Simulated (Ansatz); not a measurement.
Input file:

```yaml
crystal:
  periodic: [false, false, false]
  atoms:
    - {symbol: B, position_ang: [-1.513194, 0.000000, 0.000000]}
    - {symbol: H, position_ang: [-2.109928, 1.033571, 0.000000]}
    - {symbol: H, position_ang: [-2.109928, -1.033571, 0.000000]}
    - {symbol: H, position_ang: [0.198806, 0.000000, 0.000000]}
    - {symbol: O, position_ang: [1.275806, 0.000000, 0.000000]}
basis:
  gaussian: {orbitals: cc-pVDZ}
magnetization: {spin_polarized: false, initial_magnetization: 2}
correlation: {method: fic_mrcisd_q, electrons: outside_noble_gas, active_space: {window: {electrons: 4, orbitals: 4}}}
```

```sh
$ ansatz run in.yaml --threads 1 --pin off --events-out ev --progress --plain --max-ram 2393MiB
```

Log:

```
388 factors; integrals over basis functions are off by at most 1.5e-3 eV
mean field evaluation 1: about -2737.0690 eV, gradient 4.5e1 eV
mean field evaluation 2: about -2737.0692 eV, gradient 4.5e1 eV
mean field evaluation 4: about -2750.8483 eV, gradient 9.3e0 eV
mean field evaluation 8: about -2751.6873 eV, gradient 1.5e0 eV
mean field evaluation 16: about -2751.6958 eV, gradient 9.1e-7 eV
mean field evaluation 32: about -2751.6944 eV, gradient 4.5e-3 eV
mean field evaluation 64: about -2751.6944 eV, gradient 5.0e-5 eV
mean field evaluation 96: about -2751.6946 eV, gradient 1.4e-2 eV
mean field evaluation 128: about -2751.6945 eV, gradient 2.3e-2 eV
mean field -2751.69576224 eV, -101.1229540959 hartree, gradient 9.1e-7 eV, S^2 2.000000; 8 other end points of the search recorded, 0 dependent functions left out
reference -2751.69576224 eV, -101.1229540959 hartree; 9, 7 occupied and 34, 36 virtual orbitals, 388 factors
state -2752.45620534 eV, -101.1508998646 hartree
contracted CI cycle   1: correlation 0.00000000 eV, 0.0000000000 hartree, residual 2.51e1 eV
contracted CI cycle   2: correlation -5.98507712 eV, -0.2199475274 hartree, residual 3.70e0 eV
contracted CI cycle   3: correlation -6.14084771 eV, -0.2256719911 hartree, residual 8.28e-1 eV
contracted CI cycle   4: correlation -6.14957334 eV, -0.2259926519 hartree, residual 2.14e-1 eV
contracted CI cycle   5: correlation -6.15035359 eV, -0.2260213257 hartree, residual 8.53e-2 eV
contracted CI cycle   6: correlation -6.15047455 eV, -0.2260257706 hartree, residual 3.09e-2 eV
contracted CI cycle   7: correlation -6.15049015 eV, -0.2260263439 hartree, residual 1.11e-2 eV
contracted CI cycle   8: correlation -6.15049205 eV, -0.2260264138 hartree, residual 4.00e-3 eV
contracted CI cycle   9: correlation -6.15049232 eV, -0.2260264236 hartree, residual 1.58e-3 eV
state -2752.45620534 eV, -101.1508998646 hartree; corrected -2759.08562360 eV, -101.3945264920 hartree
Total energy: -2759.08562360 eV, -101.3945264920 hartree
```

Natural occupations: 1.9697 1.0017 1.0000 0.0286.

Ran on 1 thread of Arm Neoverse V1, shared host: 2 s wall, 0.18 GiB peak host memory.
